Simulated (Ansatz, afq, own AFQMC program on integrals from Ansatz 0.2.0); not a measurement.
## As⁺, triplet in 6-31G, levels against full CI

A free As cation.

Basis 6-31G. Only valence electrons are correlated. Ansatz 0.2.0 and our own AFQMC program on the same integrals; the CISD trial comes from CCSD amplitudes, and released means the phaseless constraint is let go. ± is one standard error of the sampling. No spin–orbit coupling.

Determinant: UHF, the one that the program's search chose, which needn't be the lowest solution.

Full CI on the same integrals is exact in this basis and with this determinant's frozen core.

Cautions: no relativity below Rb; no spin-orbit coupling; inner d shell frozen; the ph-AFQMC/CISD walk drifts between its halves (2.0 errors).

* T1 diagnostic: 0.0033
* weight of the determinant in the CISD state: 0.981
* ⟨S²⟩ of the determinant: 2.000
* size of the correlated space: 4 electrons in 15 orbitals

Reference: full CI, correlation energy -0.642 eV. The released energy is read at 2.40 1/Eh (meV from the phaseless value at times in 1/Eh: -0.03 ± 0.11 at 0.24, -0.01 ± 0.09 at 0.51, -0.03 ± 0.11 at 0.99, 0.04 ± 0.09 at 1.62, -0.03 ± 0.10 at 2.40).

```
         level  E − E(reference) (kcal/mol)  share of correlation (%)
            HF                        14.81                      0.00
           MP2                         4.56                     69.20
          CCSD                         0.06                     99.61
       CCSD(T)                         0.01                     99.92
         CCSDT                         0.00                    100.01
      CCSDT(Q)                         0.00                    100.01
 ph-AFQMC/CISD                 0.00 ± 0.002                     99.98
released AFQMC                 0.00 ± 0.002                     99.99
```

CCSDT and higher add their correlation energy to the determinant of the CCSD(T) run, since their own runs factorise the integrals more tightly (a shift of under 2 meV). A walk keeps the symmetry of its determinant, which the program's search chose and which needn't be the lowest solution, so a lower state of the same spin and another symmetry isn't excluded. Released energies are given only where the last usable release times agree within the noise; a slower fall can still hide under it.
